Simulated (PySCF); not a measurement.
# r2SCAN/STO-3G run of S2F2 (SMILES FS(F)=S)

Aim: the energy change on altering one bond length of S2F2 at r2SCAN/STO-3G, from 2 runs. Input form: a Python script.

The calculation is run with PySCF 2.14.0.

8 further runs of the same task are left out: 8 set aside as unsound or not needed.

## (1) The system as given

S2F2: 4 atoms, total charge 0, spin state singlet. As SMILES, `FS(F)=S`. The coordinates come from a GFN2-xTB relaxation.

Bond lengths: F1–S2 1.681 Å, S2–F3 1.682 Å, S2–S4 1.873 Å. Angles: F1–S2–F3 90.0°, F1–S2–S4 108.4°, F3–S2–S4 108.4°.

## (2) A single-point energy at r2SCAN/STO-3G

File input.py:

```python
# Thio-thionyl fluoride
from pyscf import gto, dft

mol = gto.Mole()
mol.atom = '''
F      1.448683     0.645606     2.337761
S     -0.972661    -0.138366     0.436583
F      0.629335    -2.699512    -0.550987
S     -1.105376     2.192252    -2.223357
'''
mol.verbose = 3
mol.basis = 'sto-3g'
mol.charge = 0
mol.max_memory = 1860
mol.unit = 'bohr'
mol.build()

mf = dft.RKS(mol)
mf.xc = 'r2scan'
mf.grids.level = 5
mf.conv_tol = 1e-10
mf.kernel()
if not mf.converged:
    mf = mf.newton().run(mf.mo_coeff, mf.mo_occ)

energy = mf.e_tot
print('Final energy', energy)
```

Run with:

```sh
$ OMP_NUM_THREADS=1 python input.py
```

Standard output:

```text
converged SCF energy = -984.137494795265
Final energy -984.1374947952646
```

Run time: 6 s. Hardware: 1 thread of Arm Neoverse V1, shared host; peak memory 0.24 GiB.

## (3) The distorted shape, same level

File run.py:

```python
from pyscf import gto, dft

mol = gto.Mole()
mol.atom = '''
F        1.407249       0.549063       1.740104
S       -0.514710      -0.073220       0.231030
F        0.333030      -1.428520      -0.291570
S       -0.584940       1.160090      -1.176550
'''
mol.max_memory = 1860
mol.basis = 'sto-3g'
mol.verbose = 3
mol.build()

myscf = dft.RKS(mol, xc='r2scan')
myscf.grids.level = 5
myscf.conv_tol = 1e-10
myscf.kernel()
if not myscf.converged:
    myscf = myscf.newton().run(myscf.mo_coeff, myscf.mo_occ)

energy = myscf.e_tot
print(f'total energy: {energy:.8f} hartree')
```

Run with:

```sh
$ OMP_NUM_THREADS=1 python run.py
```

Standard output:

```text
SCF not converged.
SCF energy = -971.747305706772
converged SCF energy = -984.076282270412
total energy: -984.07628227 hartree
```

Wall time 89 s (1 thread of Arm Neoverse V1, shared host); peak memory 0.3 GiB.

## (4) What came out

Level: r2SCAN/STO-3G.

```
                                                         quantity          value
                                        first shape: total energy  -984.13749 Eh
                                       first shape: dipole moment         1.36 D
                                         first shape: HOMO energy       -2.00 eV
                                         first shape: LUMO energy        1.81 eV
                                       first shape: HOMO–LUMO gap        3.80 eV
                                    distorted shape: total energy  -984.07628 Eh
                                   distorted shape: dipole moment         1.81 D
                                     distorted shape: HOMO energy       -1.29 eV
                                     distorted shape: LUMO energy       -1.13 eV
                                   distorted shape: HOMO–LUMO gap        0.16 eV
energy change with the F1–S2 bond stretched from 1.681 to 2.522 Å       1.666 eV
```

In words: One bond (distorted shape) is far stretched, which a spin-restricted single reference describes badly; a broken-symmetry solution may lie lower. With the F1–S2 bond stretched from 1.681 to 2.522 Å the energy rises by 1.67 eV (161 kJ/mol). The first shape isn't relaxed at this level, so the change isn't measured from a minimum. A restricted reference can't describe the breaking bond well at this length. The minimal basis adds a large error of its own.
